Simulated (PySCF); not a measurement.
**O₂⁺: one state, many levels of theory**

State: ²Πg (doublet), unpaired electrons π ↑. Set-up: O x2c-SVPall; spin-free X2C with a Gaussian nucleus (PySCF 2.14). De refers to O⁺ + O in their high-spin ground configurations, without counterpoise correction. The functionals are run spin-unrestricted.

```json
{"Level": "UHF", "Re (Å)": "1.062", "ωe (cm⁻¹)": "2580", "De (eV)": "1.24", "CPU s a point (SCF and correlation, without the integrals)": "0.021"}
{"Level": "UHF-MP2", "Re (Å)": "1.155", "ωe (cm⁻¹)": "1528", "De (eV)": "6.65", "CPU s a point (SCF and correlation, without the integrals)": "0.032"}
{"Level": "UHF-SCS-MP2", "Re (Å)": "1.142", "ωe (cm⁻¹)": "1674", "De (eV)": "6.32", "CPU s a point (SCF and correlation, without the integrals)": "n/a"}
{"Level": "UHF-CCSD", "Re (Å)": "1.112", "ωe (cm⁻¹)": "2081", "De (eV)": "5.56", "CPU s a point (SCF and correlation, without the integrals)": "n/a"}
{"Level": "UHF-CCSD(T)", "Re (Å)": "1.121", "ωe (cm⁻¹)": "1981", "De (eV)": "5.89", "CPU s a point (SCF and correlation, without the integrals)": "0.43"}
{"Level": "PBE", "Re (Å)": "1.122", "ωe (cm⁻¹)": "1997", "De (eV)": "8.10", "CPU s a point (SCF and correlation, without the integrals)": "0.19"}
{"Level": "PBEsol", "Re (Å)": "1.118", "ωe (cm⁻¹)": "2032", "De (eV)": "8.46", "CPU s a point (SCF and correlation, without the integrals)": "0.14"}
{"Level": "BLYP", "Re (Å)": "1.129", "ωe (cm⁻¹)": "1934", "De (eV)": "7.87", "CPU s a point (SCF and correlation, without the integrals)": "0.14"}
{"Level": "TPSS", "Re (Å)": "1.120", "ωe (cm⁻¹)": "2004", "De (eV)": "7.26", "CPU s a point (SCF and correlation, without the integrals)": "0.31"}
{"Level": "r²SCAN", "Re (Å)": "1.109", "ωe (cm⁻¹)": "2095", "De (eV)": "6.78", "CPU s a point (SCF and correlation, without the integrals)": "0.29"}
{"Level": "PBE0", "Re (Å)": "1.098", "ωe (cm⁻¹)": "2204", "De (eV)": "6.80", "CPU s a point (SCF and correlation, without the integrals)": "0.27"}
```

Task: Which functional lies closest to UHF-CCSD(T) in De, which farthest, and by how much do they differ from it?

Result: Closest is r²SCAN (-1.2 pm in Re, +5.8 % in ωe, +0.89 eV in De against UHF-CCSD(T) in the same basis), farthest PBEsol (-0.3 pm in Re, +2.6 % in ωe, +2.57 eV in De). CCSD(T) converges more slowly with the basis than the functionals do and binds too weakly in this one, so the order can change at the basis-set limit.

Task: What does a quarter of exact exchange do here, going from PBE to PBE0?

Result: PBE0 less PBE: -2.4 pm in Re, +10.4 % in ωe, -1.30 eV in De. Exact exchange removes part of the self-interaction that spreads semilocal densities, and in most molecules shortens and stiffens the bond and lowers De; so it does here.

Task: What does the step from GGA to meta-GGA do here, going from PBE to r²SCAN?

Result: r²SCAN less PBE: -1.3 pm in Re, +4.9 % in ωe, -1.32 eV in De. 

Correlated steps freeze 2 core orbitals. Correlated levels converge slowly with the basis: in double zeta they bind strong bonds too weakly, by up to about 1 eV, and carry superposition errors of some tenths. The state was picked by a PBE0 search and need not be the measured ground state.

The whole job (state search and all levels along the bond) took about 0.44 min on 1 thread of Arm Neoverse V2 (shared host), peak memory 0.35 GiB.
